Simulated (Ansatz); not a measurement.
Born–Oppenheimer molecular dynamics of ClFH4Si (7 atoms, charge 0, multiplicity 1). It starts at the highest image of a converged band. Of that band: A vibrational analysis at the climbing image gives 2 clearly imaginary modes (570i, 162i cm⁻¹): a point of higher order, so a lower path passes nearby.

Computed with Ansatz, RKS PBE0-D4/def2-SVP.

| Quantity | Value |
| --- | --- |
| ensemble | NVE (velocity Verlet) |
| time step | 0.5 fs |
| steps asked | 200 |
| starting velocities drawn for | 300 K |
| seed | 8488 |

First frame:

```xyz
7
Properties=species:S:1:pos:R:3
Si -0.199 0.000 -0.092
Cl 0.058 0.000 2.428
H 1.290 0.000 -0.011
H -0.556 1.263 -0.789
H -0.556 -1.263 -0.789
F -1.857 0.000 0.775
H -1.326 0.000 1.801
```

(1) How far do the bonds stretch over the last three quarters of this one trajectory? (Pairs bonded in most of those frames.)

Answers

(1) 
```tsv
bond	mean (Å)	spread (Å)	shortest	longest
Si1–Cl2	2.189	0.154	2.01	2.49
Si1–H3	1.493	0.012	1.47	1.51
Si1–H4	1.489	0.019	1.46	1.52
Si1–H5	1.492	0.035	1.44	1.55
F6–H7	0.951	0.039	0.89	1.06
```

Mean temperature of the second half: 1469 K. The conserved energy stayed within 0.13 meV per atom of its start (net change -0.067 meV per atom), so the integration is sound. The kinetic energy rose, since the run started high on the potential surface and went downhill. It ends in pieces (ClH3Si + FH), so much of that is their flight and rotation, not heat. A run of 0.1 ps of so small a system gives no equilibrium averages. The orbitals stay closed-shell, which can raise the energy where a bond breaks towards radicals; this wasn't checked here.

Time of the run: 6.6 min on 1 thread of Arm Neoverse V2 (shared host), peak memory 0.13 GiB.
